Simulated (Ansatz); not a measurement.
**SF₂: ionisation energy by level of theory**

Aim: the vertical ionisation energy of SF₂, as cation minus neutral at the neutral's geometry, on several levels, and how well −ε(HOMO) stands in for it.

The runs use Ansatz 0.2.0, Gaussian basis; unrestricted cation, the program's frozen cores in correlated methods.

The runs, in order: UKS PBE-D4/def2-TZVPP; UKS r2SCAN-D4/def2-TZVPP; UKS PBE0-D4/def2-TZVPP; UKS B3LYP-D4/def2-TZVPP; UKS wB97X-V/def2-TZVPP; UKS wB97M-V/def2-TZVPP; UKS B2PLYP/def2-TZVPP; UHF-CCSD(T)/def2-TZVPP; UHF-CCSD(T)/def2-QZVPP; extrapolation to the limit; then −ε(HOMO) from the neutral's earlier runs with LDA (SPW92), PBE-D4, revPBE-D4, BLYP-D4, r2SCAN-D4, B97M-V, PBE0-D4, B3LYP-D4, r2SCANh-D4, r2SCAN0-D4, HSE06-D4, BHLYP-D4, CAM-B3LYP-D4, LC-ωPBE, ωB97X-V, ωB97M-V.

## (1) The relaxed structure

The geometry comes from an earlier relaxation with PBE0-D4/def2-TZVP; it is a stationary point.

SMILES `FSF`, 3 atoms, charge 0, spin multiplicity 1.

Atoms are counted from 1 here; the program's logs count them from 0.

Bond lengths: F1–S2 1.590 Å, S2–F3 1.590 Å. Angles: F1–S2–F3 98.6°.

As a file:

```mol
F2S
  3D, bonds by distance, orders not assigned

  3  2  0  0  0  0  0  0  0  0999 V2000
    0.4402    1.1162    0.3654 F   0  0
   -0.6021    0.1266   -0.3153 S   0  0
    0.1619   -1.2428   -0.0501 F   0  0
  1  2  8  0
  2  3  8  0
M  END
```

## (2) Cation, UKS PBE-D4/def2-TZVPP

in.yaml reads:

```yaml
crystal:
  periodic: [false, false, false]
  atoms:
    - {symbol: F, position_ang: [0.440191, 1.116202, 0.365400]}
    - {symbol: S, position_ang: [-0.602129, 0.126565, -0.315329]}
    - {symbol: F, position_ang: [0.161939, -1.242757, -0.050071]}
basis:
  gaussian: {orbitals: def2-TZVPP}
total_charge: 1
magnetization: {spin_polarized: true, initial_magnetization: 1}
hamiltonian: {xc: pbe, dispersion: d4}
```

On the command line:

```bash
ansatz run in.yaml --threads 4 --pin off --events-out ev --progress --plain --max-ram 10444MiB
```

Further steps of the session: Cation, UKS r2SCAN-D4/def2-TZVPP; Cation, UKS PBE0-D4/def2-TZVPP; Cation, UKS B3LYP-D4/def2-TZVPP; Cation, UKS wB97X-V/def2-TZVPP; Cation, UKS wB97M-V/def2-TZVPP; Cation, UKS B2PLYP (frozen core)/def2-TZVPP; Cation, UHF-CCSD(T)/def2-TZVPP; Cation, UHF-CCSD(T)/def2-QZVPP.

Before running them: what should the planned runs give, taken together? Wanted: ionisation energy, CCSD(T)/CBS; nearest functional by difference; nearest −ε(HOMO); −ε(HOMO) of PBE; T1 of the cation.

As calculated:

| quantity | value |
| --- | --- |
| ionisation energy, CCSD(T)/CBS | 10.38 eV |
| nearest functional by difference | ωB97X-V (-0.18 eV) |
| nearest −ε(HOMO) | LC-ωPBE (-0.34 eV) |
| −ε(HOMO) of PBE | 5.65 eV |
| T1 of the cation | 0.025 |

By cation minus neutral, the functionals miss by 0.54 eV at most. −ε(HOMO) of PBE misses by 4.7 eV, since self-interaction lifts the level. Among orbital estimates LC-ωPBE comes nearest. Hartree-Fock falls 0.79 eV short, as the neutral has more correlation energy than the cation. The cation may have settled in a state other than its lowest; no search over hole states beyond the program's own was made.
